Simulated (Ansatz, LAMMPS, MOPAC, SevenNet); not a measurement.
## Diamond-structure Si, elastic constant C12

Reference value: 64.9 GPa (measured, low temperature, not corrected to a static lattice; as tabulated in Tanner et al. (2021), arXiv:2110.11888).

**Question.** What do EDIP Si.edip, PM7 semi-empirical Hartree-Fock (MOPAC), SevenNet-l3i5, LDA, PBE, r²SCAN, LC-ωPBE give, and how far is each from the reference?

**Answer.** 
| level (code) | value (GPa) | cell (Å³/atom) | difference (%) |
|---|---|---|---|
| EDIP Si.edip (LAMMPS) | 64.7 | 20.02 | -0.3 |
| PM7 semi-empirical Hartree-Fock (MOPAC) (MOPAC) | 144 | 18.26 | +122 |
| SevenNet-l3i5 (SevenNet) | 67.8 | 20.42 | +4.5 |
| LDA (Ansatz) | 64.3 | 19.70 | -0.9 |
| PBE (Ansatz) | 56.7 | 20.46 | -12.6 |
| r²SCAN (Ansatz) | 61.6 | 20.17 | -5.1 |
| LC-ωPBE (Ansatz) | 74.8 | 19.58 | +15.3 |

Leaving aside EDIP Si.edip, which can be fitted to such values or carry a doubt: Nearest, and too close to rank with a margin of 5.0 % (twice that across the reference) picked here for doubts on the reference and the settings, and for temperature and zero-point motion: LDA (-0.9 %), SevenNet-l3i5 (+4.5 %), r²SCAN (-5.1 %). Farthest off: PM7 semi-empirical Hartree-Fock (MOPAC) (+122 %). Within 20 %: SevenNet-l3i5, LDA, PBE, r²SCAN, LC-ωPBE. Of the first-principles levels, DFT without exact exchange (LDA, PBE, r²SCAN) would do here.

The measured value isn't corrected to a static lattice, so vibrations enter the comparison.  PM7 semi-empirical Hartree-Fock (MOPAC): the method was fitted mainly to molecules. PM7 semi-empirical Hartree-Fock (MOPAC): the run uses a supercell at the zone centre in place of a k mesh. Each level is taken at its own relaxed cell. Cutoffs and k meshes differ between the levels. Ansatz's density-functional and Hartree–Fock values are scalar-relativistic unless marked +SOC, with PAW data made under PBE.

Empirical potentials (EDIP Si.edip) are fitted to chosen data, which need not cover the solid at hand: agreement can be built in, and what lay outside the fit can be far off. Machine-learned potentials (SevenNet-l3i5) are trained on DFT data, which may include these solids.

Differences are worked out from the printed values.

Ansatz is a program for electronic structure.
